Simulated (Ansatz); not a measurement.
The same path of CH₄OS (7 atoms, charge 0, multiplicity 1) was run 3 times with different band settings. The coordinate that changes most is the dihedral H4–O1–C2–H6.

The calculation used Ansatz, RKS revPBE/def2-SVP.

Relaxed end points:

```xyz
7
Properties=species:S:1:pos:R:3
O -0.809 -0.785 -0.567
C -0.051 0.339 -0.164
S 1.686 -0.129 0.172
H -1.748 -0.525 -0.514
H 0.043 1.117 -0.962
H -0.474 0.836 0.741
H 1.413 -0.921 1.248
```

```xyz
7
Properties=species:S:1:pos:R:3
O -1.007 -0.337 -0.902
C -0.056 0.448 -0.237
S 1.539 -0.403 0.230
H -1.312 -1.025 -0.281
H 0.259 1.243 -0.941
H -0.447 0.938 0.684
H 1.086 -0.934 1.401
```

Common settings: movable images 7; climbing image yes; spring 5.0 eV/Å²; optimiser quadratic models (default); start path IDPP; force threshold 0.03 eV/Å; end points relaxed.

| run | iteration limit |
| --- | --- |
| 1 | 60 |
| 2 | 10 |
| 3 | 3 |

(1) What does each run give, and how far can it be trusted?

Answers

(1) Run 1: converged after 6 iterations, highest image 0.000 eV above the first end. The top lies less than 8 meV above the higher end, about what the thresholds resolve: that end is a shoulder or a very shallow well. A vibrational analysis at the climbing image gives one clearly imaginary mode, 121i cm⁻¹: a first-order saddle point.
Run 2: converged after 6 iterations, highest image 0.000 eV above the first end. The top lies less than 8 meV above the higher end, about what the thresholds resolve: that end is a shoulder or a very shallow well. Another band between the same ends (7 images) ends at a top of the same energy, where a vibrational analysis finds 1 clearly imaginary mode.
Run 3: not converged after 3 iterations, highest image 0.001 eV above the first end. The band didn't meet its force threshold, so its energies are provisional: the largest band force was still 0.16 eV/Å, and over the last iterations the top moved between 0.00 and 0.06 eV.
